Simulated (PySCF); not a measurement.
Gas-phase reaction: HBO2 + H2O → B(OH)3

Method: PySCF energies plus ideal-gas RRHO corrections (1 bar). † marks an energy on the PBE0/def2-TZVP geometry and frequencies; other levels use their own. MP2 and CCSD(T) freeze the core. All species are closed-shell singlets. B3LYP is the form with VWN-RPA correlation. MP2 isn't extrapolated to the basis-set limit; its ΔH°(298 K) is -219.9 kJ in def2-SVP and -211.0 kJ in def2-TZVPP. CCSD(T) isn't extrapolated to the basis-set limit; its ΔH°(298 K) is -222.3 kJ in def2-SVP and -216.3 kJ in def2-TZVPP. The harmonic model lacks anharmonicity and excited electronic states, which grow with temperature; levels with a mode under 35 cm⁻¹ are left out. Internal rotation in B(OH)3 is treated as a harmonic vibration of one conformer, which makes the entropy rough.

```tsv
level	ΔE electronic, kJ	ΔH°(298 K), kJ	ΔS°(298 K), J/K	ΔG°(1400 K), kJ
B3LYP/def2-TZVP†	-217	-205	-161	16
BLYP/def2-TZVP†	-195	-183	-161	38
CCSD(T)/def2-SVP†	-234	-222	-161	-2
HF/def2-TZVP†	-239	-227	-161	-6
MP2/def2-TZVPP†	-223	-211	-161	10
PBE/def2-TZVP†	-218	-205	-161	15
PBE0/def2-TZVP	-237	-225	-161	-4
ωB97X-V/def2-TZVP†	-238	-226	-161	-5
```
ΔH° is lowest at HF/def2-TZVP† and highest at BLYP/def2-TZVP†. No reference value is set beside these.
